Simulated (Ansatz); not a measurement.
# SiPH (singlet): the correlation ladder at distance Si1–P2 = 2.333 Å, 6-31G

How much of the correlation energy of SiPH (singlet) does each wave-function method recover here?

Computed with Ansatz 0.2.0, Gaussian basis. Level: 6-31G, core rule «outside noble gas», up to 10 orbitals frozen.

Plan: UHF; CCSD(T) on RHF; CCSD(T) on UHF; BCCD(T) on RHF; CISD; CCSDT(Q) on RHF; CCSDT(Q) on UHF; CISDTQ; CCSDTQ on RHF; CASSCF and MRCISD+Q, 2 electrons in 2 orbitals; CASSCF and NEVPT2, 2 electrons in 2 orbitals; CASSCF and MRCISD+Q, 10 electrons in 9 orbitals; CASSCF and NEVPT2, 10 electrons in 9 orbitals; Full CI.

19 further runs of the same task are left out: 1 for a known fault of the program, 15 that didn't finish, 3 set aside as unsound or not needed.

### 1 What is computed

The geometry derives from a PBE0/def2-TZVP stationary point (not a proven minimum). One bond is set to the value named and the two fragments are kept rigid.

3 atoms, charge 0, spin multiplicity 1.

Atoms are counted from 1 here; the program's logs count them from 0.

Bond lengths: Si1–P2 2.333 Å, Si1–H3 1.483 Å. Angles: P2–Si1–H3 180.0°.

As a file:

```
Si    0.0000    0.0000    0.2833
P     0.0000    0.0000   -2.0497
H     0.0000    0.0000    1.7663
```

### 2 UHF

Input file in.yaml:

```yaml
crystal:
  periodic: [false, false, false]
  atoms:
    - {symbol: Si, position_ang: [0.000000, 0.000000, 0.283333]}
    - {symbol: P, position_ang: [0.000000, 0.000000, -2.049667]}
    - {symbol: H, position_ang: [0.000000, 0.000000, 1.766333]}
basis:
  gaussian: {orbitals: 6-31G}
magnetization: {spin_polarized: true, initial_magnetization: 0}
hamiltonian: {xc: hf}
output: {orbitals: {seedname: orbitals}}
```

Run with:

```
ansatz run in.yaml --threads 1 --pin off --events-out ev --progress --plain --max-ram 2393MiB
```

The runs that follow: CCSD(T) on RHF; CCSD(T) on UHF; BCCD(T) on RHF; CISD; CCSDT(Q) on RHF; CCSDT(Q) on UHF; CISDTQ; CCSDTQ on RHF; CASSCF and MRCISD+Q, 2 electrons in 2 orbitals; CASSCF and NEVPT2, 2 electrons in 2 orbitals; CASSCF and MRCISD+Q, 10 electrons in 9 orbitals; CASSCF and NEVPT2, 10 electrons in 9 orbitals; Full CI.

Q: Predict the results of all the runs planned. Wanted: FCI below the RHF energy; RMP2 from FCI; UMP2 from FCI; RCCSD from FCI; RCCSD(T) from FCI; UCCSD(T) from FCI; RCCSDT(Q) from FCI; UCCSDT(Q) from FCI; NEVPT2 pair from FCI.

**Answer**, as computed:

| quantity | value |
| --- | --- |
| FCI below the RHF energy | -4.8709 eV |
| RMP2 from FCI | +56.0 kJ/mol |
| UMP2 from FCI | +157.1 kJ/mol |
| RCCSD from FCI | +32.1 kJ/mol |
| RCCSD(T) from FCI | +7.8 kJ/mol |
| UCCSD(T) from FCI | +19.9 kJ/mol |
| RCCSDT(Q) from FCI | -0.2 kJ/mol |
| UCCSDT(Q) from FCI | +5.9 kJ/mol |
| NEVPT2 pair from FCI | +96.4 kJ/mol |
| MRCISD+Q pair from FCI | +12.2 kJ/mol |
| NEVPT2 valence from FCI | +25.7 kJ/mol |
| levels within 1 kcal/mol (43 meV) | RCCSDT(Q), RCCSDTQ, MRCISD valence, MRCISD+Q valence |
| T1 diagnostic | 0.050 |
| effectively unpaired electrons | 0.60 |

In words: RCCSD(T) lands +7.8 kJ/mol from the yardstick (1.7 % of the correlation energy). CCSD(T) misses by +7.8 kJ/mol on the restricted determinant and by +19.9 kJ/mol on the unrestricted one; the two need not hold the same state or core. RCCSDT(Q) falls below full CI, which methods that aren't variational can do. The occupations show some static correlation. Of the multireference levels listed MRCISD+Q valence comes nearest in total energy (+0.6 kJ/mol), which doesn't show that its space is the better one. These misses are within one basis, not against nature.
